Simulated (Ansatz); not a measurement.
Two structures of CH$_{6}$Si, closed shell, reached by relaxing down either side of one saddle point (PBE0-D4/def2-TZVP). Energies are electronic, without zero-point energy. Computed with Ansatz 0.2.0 (basis: def2-TZVPP and def2-QZVPP); correlated methods freeze the cores. Extrapolation: Hartree–Fock as exp(−7.88 √X), correlation as X^−2.97. First:

Si1  (-0.218, -0.846, -0.133)
H2  (-1.544, -0.949, -0.801)
H3  (0.791, -1.519, -0.995)
H4  (-0.290, -1.580, 1.159)
C5  (0.244, 0.945, 0.149)
H6  (1.216, 1.023, 0.639)
H7  (0.297, 1.486, -0.799)
H8  (-0.496, 1.441, 0.781)
(Å)

Second:

```
8
angstrom
Si -1.0120 -0.5280 0.2322
H -0.4517 -1.3706 -1.2432
H 0.2371 -1.4516 -0.8266
H -0.1845 -1.4742 1.0891
C 0.1960 0.9540 0.1683
H 1.2618 0.7264 0.1738
H -0.0303 1.6146 -0.6718
H -0.0166 1.5293 1.0782
```

(1) Which bonds change from the first to the second?

(2) Give the saddle point's structure and its height above each. (To be estimated.)

T1 diagnostic: at most 0.013. The restricted Hartree–Fock reference is unstable towards an unrestricted one at one or more of these structures.

Answers

(1) CH₆Si ([CH3][SiH3]) → CH₄Si ([CH3][SiH]) + H₂; bonds formed: H2–H3; bonds broken: Si1–H2, Si1–H3.

(2) Computed: 267.6 kJ/mol above the first and 25.1 kJ/mol above the second (CCSD(T) at an estimated basis limit (MP2 extrapolated from triple and quadruple zeta, plus CCSD(T) − MP2 in triple zeta)).
```
8
angstrom
Si -0.7550 -0.6442 0.2425
H -0.8420 -1.2664 -1.1597
H 0.2169 -1.3294 -0.9202
H -0.0714 -1.6911 1.0558
C 0.2298 0.9754 0.2047
H 1.2761 0.8559 0.4836
H 0.1792 1.4106 -0.7962
H -0.2337 1.6890 0.8894
```

Losses and insertions of silylenes and their heavier kin drive the gas-phase chemistry of silicon and germanium vapour deposition.

Labels in which every atom is bracketed show which atoms are joined, not bond orders.

For scale, one of the runs: CCSD(T)/def2-TZVPP, 157 basis functions, launched by `ansatz run in.yaml --threads 2 --pin off --events-out ev --progress --plain --max-ram 4352MiB`. Hardware: 2 CPU threads of an Intel Xeon 6975P-C, shared host. Wall time 5.5 s; peak host memory 1.2 GiB.
